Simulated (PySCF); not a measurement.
Calculation: TPSSh-D3(BJ)/def2-TZVP in PySCF. Gas-phase values, no solvent. Excitations are Tamm–Dancoff values on a coarser integration grid. The basis has no diffuse functions, so Rydberg states are missing or too high.

Reference species (SMILES): `C=[OH+]` (charge +1, multiplicity 1).

The S1–T1 gap (TDA) is 0.88 eV and the T1 excitation (TDA) is 5.37 eV. The brightest of the four lowest singlets (TDA) is 10.82 eV.

After one change: the S1–T1 gap (TDA) increases by 2.01 eV; the T1 excitation (TDA) rises by 0.08 eV; the brightest of the four lowest singlets (TDA) falls by 2.05 eV.

Task: What was changed between the two runs? The new species is one of these.
A) `[H]/[O+]=C\OC` (C–O–C–O torsion 0°)
B) `[H]/[O+]=C/N`
C) `[H]/[O+]=C/N(C)C` (C–N–C–O torsion 0°)
D) `[H]/[O+]=C\C#CC`

Result: B, `[H]/[O+]=C/N`
